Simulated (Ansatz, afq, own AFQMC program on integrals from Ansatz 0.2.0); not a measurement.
Two steps: Ansatz 0.2.0 writes the Fock matrix and Cholesky factors of the valence space, and afq projects on them the lowest state that overlaps trial and start.

```yaml
crystal:
  periodic: [false, false, false]
  atoms:
    - {symbol: Ge, position_ang: [-0.001989, 0.000001, 1.207499]}
    - {symbol: Ge, position_ang: [-0.001381, -0.000001, -1.281547]}
    - {symbol: H, position_ang: [1.500233, -0.000013, 1.588157]}
    - {symbol: H, position_ang: [-0.628647, 1.243483, 1.874144]}
    - {symbol: H, position_ang: [-0.628670, -1.243469, 1.874145]}
basis:
  gaussian: {orbitals: cc-pVDZ}
magnetization: {spin_polarized: true, initial_magnetization: 1}
correlation: {method: ccsd_t, electrons: outside_noble_gas, hamiltonian_folder: ham}
```

```sh
$ ansatz run in.yaml --threads 1 --pin off --events-out ev --progress --plain --max-ram 1382MiB
```

afq runs on the folder ham with

```
--method phaseless --trial hf --walkers 120 --populations 1 --least-time 40 --time-step 0.005 --steps-per-block 20 --equilibration-blocks 112 --max-blocks 600 --target-error 0.0012000 --factor-cut 1e-05 --start spin_pure --seed 972 --taylor-order 6
```

Times are imaginary, in 1/Eh. The walk had a cap of 1706 s. Filled inner d shells are frozen with the cores.

Log:

```
orbitals 41  electrons 6 5  factors 334 of 784
reference energy -4152.37167851 Eh
CCSD correlation -0.19540332 Eh in 16 cycles, weight of the determinant in the CISD state 0.8639
energy of the start -4152.372012 Eh
 block  time / (1/Eh)  mean weight  energy / Eh
     1     0.100  1.0008  -4152.402220
     2     0.200  1.0013  -4152.430428
     3     0.300  0.9997  -4152.448689
     4     0.400  1.0021  -4152.460570
     5     0.500  1.0008  -4152.473846
     7     0.700  1.0000  -4152.500349
     9     0.900  0.9987  -4152.516704
    18     1.800  1.0013  -4152.554721
    52     5.200  1.0001  -4152.567343
    86     8.600  1.0010  -4152.564557
   120    12.000  0.9998  -4152.602610
   154    15.400  1.0001  -4152.555233
   188    18.800  1.0012  -4152.593052
   222    22.200  1.0000  -4152.555071
   256    25.600  1.0014  -4152.592105
   290    29.000  1.0011  -4152.556545
   324    32.400  1.0000  -4152.585405
   341    34.100  0.9998  -4152.551041
   358    35.800  0.9994  -4152.571347
   392    39.200  1.0015  -4152.578000
   426    42.600  1.0003  -4152.577686
   460    46.000  1.0013  -4152.567193
   494    49.400  0.9997  -4152.582314
   528    52.800  1.0005  -4152.573362
   562    56.200  0.9994  -4152.564816
   596    59.600  0.9990  -4152.576333
   630    63.000  1.0004  -4152.578253
   664    66.400  0.9982  -4152.579807
   698    69.800  0.9991  -4152.563340
blocks merged  error / Eh  count
     1  0.000463  600
     2  0.000626  300
     4  0.000845  150
     8  0.001110  75
    16  0.001405  37
    32  0.001793  18
    64  0.001500  9
energy -4152.572240 +/- 0.001793 Eh
(rows thinned)
```

The run failed at least one of its tests; the cautions name the faults.

Against this walk (error 48.8 meV) on the same determinant: CCSD(T) 6.9 meV higher (within the noise), the released energy of a separate walk with a CISD trial 25.0 ± 50.1 meV lower (within the noise), a separate phaseless walk with a CISD trial and standard settings 16.4 ± 49.9 meV lower (within the noise). The error is statistical and leaves out the bias of the constraint.

Cautions: constraint bias not in the error; error not settled; error above the target (48.8 against 32.7 meV); no relativity below Rb; no spin-orbit coupling; inner d shell frozen.

The walk took 5.9 min on 1 thread of Arm Neoverse V2 (shared host). The log's last line is the phaseless energy.

A walk keeps the symmetry of its determinant, which the program's search chose and which needn't be the lowest solution, so a lower state of the same spin and another symmetry isn't excluded.
